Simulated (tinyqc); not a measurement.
Inside a calculation. Method: Hueckel theory of the pi electrons, for the molecule C=C (SMILES; centres numbered as the heavy atoms are written). One step of it, computed by the program tinyqc.

Problem. Orbitals. Diagonalise; E = alpha + x beta with beta < 0, so the largest x are filled first; degenerate levels share their electrons. P = sum n_i c_ri c_si; each orbital has its largest coefficient positive (the first on a tie).

Hueckel matrix in units of beta (H = alpha + beta A), order 1C, 2C:
```
[[0.000000, 1.000000],
 [1.000000, 0.000000]]
```

pi electrons, sum of z_r less the charge = 2

Give: x values; occupations; coefficients; charge and bond-order matrix P.

Solution.

x values: [1.0000, -1.0000]

occupations: [2.0000, 0.0000]

coefficients, order 1C, 2C:
```
[[0.7071, 0.7071],
 [0.7071, -0.7071]]
```

charge and bond-order matrix P, order 1C, 2C:
```
[[1.0000, 1.0000],
 [1.0000, 1.0000]]
```
